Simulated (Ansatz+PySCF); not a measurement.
The numbers below are computed, except where a source is named.
## Several solutions for singlet LiF

```
atom   x (Å)   y (Å)    z (Å)
  Li  0.0000  0.0000  -2.3554
   F  0.0000  0.0000   0.7851
```

Basis set: STO-3G (spherical functions). Charge 0, multiplicity 1.

PBE0 (unrestricted) was run from several starts with Ansatz (development build ahead of 0.2.0) and PySCF 2.14.0.

```tsv
run	program	start	converged	energy (hartree)	<S²>
A	PySCF	program defaults	yes	-105.52296	0.00
B	Ansatz	atomic start, no search	yes	-105.52298	0.00
C	Ansatz	stability test followed	yes	-105.56254	0.93
D	Ansatz	search for the lowest state	yes	-105.56254	0.93
```

(1) Which runs reached the lowest solution of this kind, and what is wrong with the others?

## Answers

(1) C, D reached the lowest solution found. Converged but too high: A by 1.08 eV, B by 1.08 eV. Convergence only shows a stationary point, and even a stable one can lie too high; stability tests and further starts are what find lower ones. Caution: the unrestricted determinant is a mixture of spin states.
